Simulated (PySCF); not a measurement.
Nitrogen placed at different ring positions: thiophene 1N. Gas-phase values, no solvent. Strings in code marks are SMILES.

The S1–T1 gap (TDA) from two functionals at the same geometries (PBE0-D4/def2-TZVP), both in PySCF: PBE-D3(BJ)/def2-TZVP and PBE0-D4/def2-TZVP. Excitations are Tamm–Dancoff values on a coarser integration grid. The basis has no diffuse functions, so Rydberg states are missing or too high.

| species | PBE-D3(BJ)/def2-TZVP (eV) |
|---|---|
| `c1cccs1` | 1.89 |
| `c1cscn1` | 0.98 |
| `c1nscc1` | 1.18 |

**Question.** What does PBE0-D4/def2-TZVP give for each?

**Answer.** 
- `c1cccs1`: 2.23
- `c1cscn1`: 1.58
- `c1nscc1`: 1.64
Over these rows, drawn at random from the members with no instability flagged (it was tested for open shells, ions and some series alone), PBE minus PBE0-D4: mean -0.47 eV, from -0.60 eV to -0.34 eV.
